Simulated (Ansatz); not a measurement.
Two isomers of C3H4O: A = `CC1=CO1`, B = `CC=C=O`.

Computed with Ansatz on PBE0-D4/def2-TZVP structures; ΔE is electronic, products minus reactants. CBS: MP2 limit from def2 TZ/QZ plus the TZ coupled-cluster correction, frozen cores. Functionals use def2-TZVPP.

(1) Which isomer does CCSD(T)/CBS put lower? Give the gap. (Estimate.)

(2) Give E(B) − E(A) in kJ/mol with ωB97M-V, PBE-D4, CCSD(T)/def2-TZVPP, LDA (SPW92), CCSD(T)/def2-SVP, HF/def2-TZVPP, PBE0-D4. (An estimate is asked.)

(3) Does the order hold for the free energy at 298.15 K (harmonic terms from PBE0-D4)? (Estimate.)

Largest T1 diagnostic: 0.029.

Results:

(1) Computed: B, by 276.8 kJ/mol.

(2) Ansatz gave: ωB97M-V -286.2, PBE-D4 -268.7, CCSD(T)/def2-TZVPP -279.8, LDA (SPW92) -272.7, CCSD(T)/def2-SVP -295.5, HF/def2-TZVPP -312.6, PBE0-D4 -286.9. None reverses the order clearly.

(3) Computed: Yes: G(B) − G(A) = -267.5 kJ/mol.

From r2SCAN to r2SCAN0 (25 % exact exchange), in def2-TZVPP and without D4, E(B) − E(A) moves by −14.6 kJ/mol. Leaving LDA and LC-ωPBE aside and taking each functional with its dispersion term where it has one, the values, not all of them listed here, spread over 34.3 kJ/mol, from BHLYP-D4 to revPBE-D4. LDA lies −3.6 kJ/mol from PBE without D4.
